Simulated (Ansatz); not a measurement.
# One shape, several levels: doublet CHFO+

Wanted: a comparison of 6 runs (U-wB97M-V/STO-3G, UBHLYP/STO-3G, UCAM-B3LYP/STO-3G, UHSE06/STO-3G, UPBE0/STO-3G, UCCSD(T)/STO-3G) of doublet CHFO+. 

The results are computed with Ansatz 0.2.0.

62 further runs of the same task are left out: 2 that didn't finish, 60 set aside as unsound or not needed.

**1. The structure to begin with**

CHFO+ has 4 atoms, charge +1, and is taken as a doublet. SMILES of the parent species: `O=CF`. Geometry: relaxed at PBE0-D4/def2-TZVP. That shape belongs to the parent species and isn't relaxed for this state.

Bond lengths: O1–C2 1.174 Å, C2–F3 1.336 Å, C2–H4 1.097 Å. Angles: O1–C2–F3 122.9°, O1–C2–H4 127.8°, F3–C2–H4 109.3°.

**2. A single-point energy at U-wB97M-V/STO-3G (run 1)**

The input, job.yaml:

```yaml
crystal:
  periodic: [false, false, false]
  atoms:
    - symbol: O
      position_ang: [-0.889340, 0.201180, 0.827740]
    - symbol: C
      position_ang: [-0.046400, 0.067520, 0.021620]
    - symbol: F
      position_ang: [0.585200, -1.091810, -0.181820]
    - symbol: H
      position_ang: [0.350540, 0.823120, -0.667550]
basis:
  gaussian:
    orbitals: STO-3G
total_charge: 1
magnetization:
  spin_polarized: true
  initial_magnetization: 1
hamiltonian:
  xc: {name: wB97M-V}
accuracy: high
```

Launch:

```console
$ ansatz run job.yaml --threads 1 --pin off --max-ram 3480MiB --events-out events.jsonl --progress --plain --runs-dir runs
```

Log:

```text
Warning: RAYON_NUM_THREADS=1 ignored (pool sized by the plan → 1); use --threads N
Functional definition: wB97M-V
  name "wB97M-V"
  parameter omega = 0.3/bohr
  parameter cx = 0.15
  parameter cx01 = 1.007
  parameter cx10 = 0.259
  parameter css00 = 0.443
  parameter css04 = -1.437
  parameter css10 = -4.535
  parameter css20 = -3.390
  parameter css43 = 4.278
  parameter cos00 = 1.000
  parameter cos10 = 1.358
  parameter cos20 = 2.924
  parameter cos21 = -8.812
  parameter cos60 = -1.390
  parameter cos61 = 9.142
  parameter b = 6.0
  parameter c = 0.01
  gx(w, u) = 1 - cx + cx01*u + cx10*w
  gss(w, u) = css00 + css04*u^4 + css10*w + css20*w^2 + css43*w^4*u^3
  gos(w, u) = cos00 + cos10*w + (cos20 + cos21*u)*w^2 + (cos60 + cos61*u)*w^6
  exchange = spin_sum(e_x_unif_sr(omega)*gx(b97_w, b97_u_x)) + cx*exact_x_sr(omega) + exact_x_lr(omega)
  correlation = spin_sum(e_c_pw_mod_same_spin*gss(b97_w, b97_u_same))
      + integral(e_c_pw_mod_opposite_spin*gos(b97_w_opposite, b97_u_opposite)) + vv10(b, c)
273 factors; integrals over basis functions are off by at most 4.8e-8 eV
119 factors; integrals over basis functions are off by at most 8.8e-10 eV
mean field evaluation 1: about -5721.6710 eV, gradient 2.5e1 eV
mean field evaluation 2: about -5723.3358 eV, gradient 2.2e1 eV
mean field evaluation 4: about -5725.7975 eV, gradient 7.8e-1 eV
mean field evaluation 8: about -5725.8025 eV, gradient 1.8e-1 eV
mean field evaluation 16: about -5725.8042 eV, gradient 2.8e-4 eV
mean field -5725.80420077 eV, -210.4194232887 hartree, gradient 9.2e-8 eV, S^2 0.758338; 1 other end points of the search recorded, 0 dependent functions left out
reference -5725.80420209 eV, -210.4194233374 hartree; 12, 11 occupied and 4, 5 virtual orbitals, 273 factors
Total energy: -5725.80420209 eV, -210.4194233374 hartree
```

It took 20 s on 1 thread of Intel Xeon Platinum 8259CL at 2.50GHz (Skylake/Cascade Lake), shared host; peak memory 0.41 GiB.

**3. The energy at UBHLYP/STO-3G (run 2)**

The input, run.yaml:

```yaml
crystal:
  periodic: [false, false, false]
  atoms:
    - {symbol: O, position_ang: [-0.889340, 0.201180, 0.827740]}
    - {symbol: C, position_ang: [-0.046400, 0.067520, 0.021620]}
    - {symbol: F, position_ang: [0.585200, -1.091810, -0.181820]}
    - {symbol: H, position_ang: [0.350540, 0.823120, -0.667550]}
basis:
  gaussian: {orbitals: STO-3G}
total_charge: 1
magnetization: {spin_polarized: true, initial_magnetization: 1}
hamiltonian: {xc: {name: BHLYP}}
accuracy: high
```

Launch:

```console
$ ansatz run run.yaml --threads 1 --pin off --max-ram 3480MiB --events-out events.jsonl --progress --plain --runs-dir runs
```

Log:

```text
Warning: RAYON_NUM_THREADS=1 ignored (pool sized by the plan → 1); use --threads N
Functional definition: BHLYP
  name "BHLYP"
  parameter a = 0.5
  exchange = (1 - a)*b88_x + a*exact_x
  correlation = lyp_c
273 factors; integrals over basis functions are off by at most 4.8e-8 eV
mean field evaluation 1: about -5719.5895 eV, gradient 2.3e1 eV
mean field evaluation 2: about -5720.5861 eV, gradient 2.3e1 eV
mean field evaluation 4: about -5723.3810 eV, gradient 1.1e0 eV
mean field evaluation 8: about -5723.4407 eV, gradient 1.6e-1 eV
mean field evaluation 16: about -5723.4411 eV, gradient 1.1e-4 eV
mean field -5723.44107244 eV, -210.3325799244 hartree, gradient 3.7e-8 eV, S^2 0.764381; 0 other end points of the search recorded, 0 dependent functions left out
reference -5723.44108501 eV, -210.3325803865 hartree; 12, 11 occupied and 4, 5 virtual orbitals, 273 factors
Total energy: -5723.44108501 eV, -210.3325803865 hartree
```

It took 1.6 s on 1 thread of Intel Xeon Platinum 8259CL at 2.50GHz (Skylake/Cascade Lake), shared host; peak memory 0.13 GiB.

Runs 3 to 4 aren't shown in full; the table further down has their settings and results.

**4. A single-point energy at UPBE0/STO-3G (run 5)**

The input, input.yaml:

```yaml
crystal:
  periodic: [false, false, false]
  atoms:
    - {symbol: O, position_ang: [-0.889340, 0.201180, 0.827740]}
    - {symbol: C, position_ang: [-0.046400, 0.067520, 0.021620]}
    - {symbol: F, position_ang: [0.585200, -1.091810, -0.181820]}
    - {symbol: H, position_ang: [0.350540, 0.823120, -0.667550]}
basis:
  gaussian:
    orbitals: STO-3G
magnetization:
  spin_polarized: true
  initial_magnetization: 1
accuracy: high
total_charge: 1
hamiltonian:
  xc: {name: PBE0}
```

Launch:

```console
$ ansatz run input.yaml --threads 1 --pin off --max-ram 3480MiB --events-out events.jsonl --progress --plain --runs-dir runs
```

Log:

```text
Warning: RAYON_NUM_THREADS=1 ignored (pool sized by the plan → 1); use --threads N
Functional definition: PBE0
  name "PBE0"
  parameter a = 0.25
  parameter kappa = 0.804
  parameter beta = 0.06672455060314922
  exchange = (1 - a)*pbe_x(kappa = kappa, mu = beta*pi^2/3) + a*exact_x
  correlation = pbe_c(beta = beta)
273 factors; integrals over basis functions are off by at most 4.8e-8 eV
mean field evaluation 1: about -5717.5996 eV, gradient 2.1e1 eV
mean field evaluation 2: about -5715.5942 eV, gradient 3.0e1 eV
mean field evaluation 4: about -5720.4653 eV, gradient 2.0e0 eV
mean field evaluation 8: about -5720.4978 eV, gradient 7.0e-2 eV
mean field evaluation 16: about -5720.4981 eV, gradient 7.9e-6 eV
mean field -5720.49805303 eV, -210.2244259562 hartree, gradient 9.6e-9 eV, S^2 0.758793; 1 other end points of the search recorded, 0 dependent functions left out
reference -5720.49805387 eV, -210.2244259868 hartree; 12, 11 occupied and 4, 5 virtual orbitals, 273 factors
Total energy: -5720.49805387 eV, -210.2244259868 hartree
```

It took 1.7 s on 1 thread of Intel Xeon Platinum 8259CL at 2.50GHz (Skylake/Cascade Lake), shared host; peak memory 0.13 GiB.

**5. The energy at UCCSD(T)/STO-3G (run 6)**

The input, job.yaml:

```yaml
crystal:
  periodic: [false, false, false]
  atoms:
    - {symbol: O, position_ang: [-0.889340, 0.201180, 0.827740]}
    - {symbol: C, position_ang: [-0.046400, 0.067520, 0.021620]}
    - {symbol: F, position_ang: [0.585200, -1.091810, -0.181820]}
    - {symbol: H, position_ang: [0.350540, 0.823120, -0.667550]}
basis:
  gaussian:
    orbitals: STO-3G
total_charge: 1
magnetization:
  spin_polarized: true
  initial_magnetization: 1
correlation:
  method: ccsd_t
  frozen_orbitals: {C: 1, F: 1, H: 0, O: 1}
accuracy: high
scf:
  omitted_lower_state_checks: [cluster_reference, increment]
```

Launch:

```console
$ ansatz run job.yaml --threads 1 --pin off --max-ram 3480MiB --events-out events.jsonl --progress --plain --runs-dir runs
```

Log, shortened:

```text
Warning: RAYON_NUM_THREADS=1 ignored (pool sized by the plan → 1); use --threads N
Functional definition: HF
  name "HF"
[...]
273 factors; integrals over basis functions are off by at most 4.8e-8 eV
[...]
mean field -5701.28757762 eV, -209.5184540062 hartree, gradient 2.6e-8 eV, S^2 0.795030; 5 other end points of the search recorded, 0 dependent functions left out
3 core orbitals not correlated: weight in the atoms' cores, before any rotation towards them, 1.000 or more for the frozen orbitals, at most 0.000 for the correlated occupied ones
reference -5701.28757762 eV, -209.5184540062 hartree; 9, 8 occupied and 4, 5 virtual orbitals, 273 factors
second order -3.07586411 eV of doubles, -0.00000000 eV of singles
cycle   1  -3.41120379 eV  change   -3.4e-1 eV  update   9.6e-2
[...]
cycle  33  -3.90078295 eV  change  -7.2e-10 eV  update  2.3e-10
perturbative correction -0.18741885 eV, -0.0068875158 hartree
Total energy: -5705.37577943 eV, -209.6686926514 hartree
Checks for a lower state left out: cluster_reference, increment
```

Wall time 0.63 s (1 thread of Intel Xeon Platinum 8259CL at 2.50GHz (Skylake/Cascade Lake), shared host).

**6. Overview of the runs**

```csv
run,level,frozen core orbitals,energy (Eh),⟨S²⟩,wall time
1,U-wB97M-V/STO-3G,–,-210.419423,0.758,20 s
2,UBHLYP/STO-3G,–,-210.332580,0.764,1.6 s
3,UCAM-B3LYP/STO-3G,–,-210.314051,0.759,2 s
4,UHSE06/STO-3G,–,-210.216583,0.759,2 s
5,UPBE0/STO-3G,–,-210.224426,0.759,1.7 s
6,UCCSD(T)/STO-3G,3,-209.668693,0.795,0.63 s
```

**7. What came out**

| quantity | value |
| --- | --- |
| run 6: total energy | -209.66869 Eh |
| run 6: correlation energy (3 core orbitals frozen) | -150.2 mEh |
| run 6: (T) correction | -6.89 mEh |
| run 6: ⟨S²⟩ of the reference determinant | 0.795 |
| run 6: T1 diagnostic | 0.030 |

What this shows: Totals of different functionals can't be ranked against each other. In runs 1, 2, 3, 4, 5, 6 the basis is minimal, so the values are rough. All runs together took 28 s, the longest 20 s.
